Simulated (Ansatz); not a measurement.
# NaHO: taking an electron away

An exercise on one series of results from a longer session: the logs are not shown, and one member is left open.

Computed with Ansatz 0.2.0, Gaussian basis. Level: unrestricted cation, the program's frozen cores in correlated methods.

The runs, in order: UKS PBE-D4/def2-TZVPP; UKS r2SCAN-D4/def2-TZVPP; UKS PBE0-D4/def2-TZVPP; UKS B3LYP-D4/def2-TZVPP; UKS wB97X-V/def2-TZVPP; UKS wB97M-V/def2-TZVPP; UKS B2PLYP/def2-TZVPP; UHF-CCSD(T)/def2-TZVPP; UHF-CCSD(T)/def2-QZVPP; extrapolation to the limit; then −ε(HOMO) from the neutral's earlier runs with LDA (SPW92), PBE-D4, revPBE-D4, BLYP-D4, r2SCAN-D4, B97M-V, PBE0-D4, B3LYP-D4, r2SCANh-D4, r2SCAN0-D4, HSE06-D4, BHLYP-D4, CAM-B3LYP-D4, LC-ωPBE, ωB97X-V, ωB97M-V.

## The relaxed structure

The geometry comes from an earlier relaxation with PBE0-D4 in a triple-zeta def2 set; it is a stationary point.

3 atoms, charge 0, spin multiplicity 1.

Atoms are counted from 1 here; the program's logs count them from 0.

Bond lengths: O1–Na2 1.929 Å, O1–H3 0.951 Å. Angles: Na2–O1–H3 179.9°.

The first run:

in.yaml reads:

```yaml
crystal:
  periodic: [false, false, false]
  atoms:
    - {symbol: O, position_ang: [-0.289794, -0.013943, -0.160195]}
    - {symbol: Na, position_ang: [1.403727, -0.057262, 0.762191]}
    - {symbol: H, position_ang: [-1.124933, 0.006305, -0.615197]}
basis:
  gaussian: {orbitals: def2-TZVPP}
total_charge: 1
magnetization: {spin_polarized: true, initial_magnetization: 1}
hamiltonian: {xc: pbe, dispersion: d4}
```

Run with:

```sh
$ ansatz run in.yaml --threads 2 --pin off --events-out ev --progress --plain --max-ram 32768MiB --backend cpu
```

Steps of the session up to this table: Cation, UKS PBE-D4/def2-TZVPP; Cation, UKS r2SCAN-D4/def2-TZVPP; Cation, UKS PBE0-D4/def2-TZVPP; Cation, UKS B3LYP-D4/def2-TZVPP; Cation, UKS wB97X-V/def2-TZVPP; Cation, UKS wB97M-V/def2-TZVPP; Cation, UKS B2PLYP (frozen core)/def2-TZVPP; Cation, UHF-CCSD(T)/def2-TZVPP; Cation, UHF-CCSD(T)/def2-QZVPP.

One of the session's tables, all rows but one given; the rest of the session is left out.

It belongs to the step «Ionisation energies side by side». For comparison, −ε(HOMO) of the neutral from earlier runs:

| functional | −ε(HOMO) (eV) |
| --- | --- |
| LDA (SPW92) | 3.82 |
| PBE-D4 | 3.63 |
| revPBE-D4 | 3.57 |
| BLYP-D4 | 3.60 |
| r2SCAN-D4 | 3.81 |
| B97M-V | ? |
| PBE0-D4 | 5.09 |
| B3LYP-D4 | 4.90 |
| r2SCANh-D4 | 4.39 |
| r2SCAN0-D4 | 5.27 |
| HSE06-D4 | 4.67 |
| BHLYP-D4 | 6.62 |
| CAM-B3LYP-D4 | 6.65 |
| LC-ωPBE | 7.98 |
| ωB97X-V | 7.62 |
| ωB97M-V | 7.62 |

Estimate the missing values for B97M-V.

**Answer.** −ε(HOMO) (eV): 3.88. In the column «−ε(HOMO) (eV)» it lies between LDA (SPW92) (3.82) and r2SCANh-D4 (4.39).
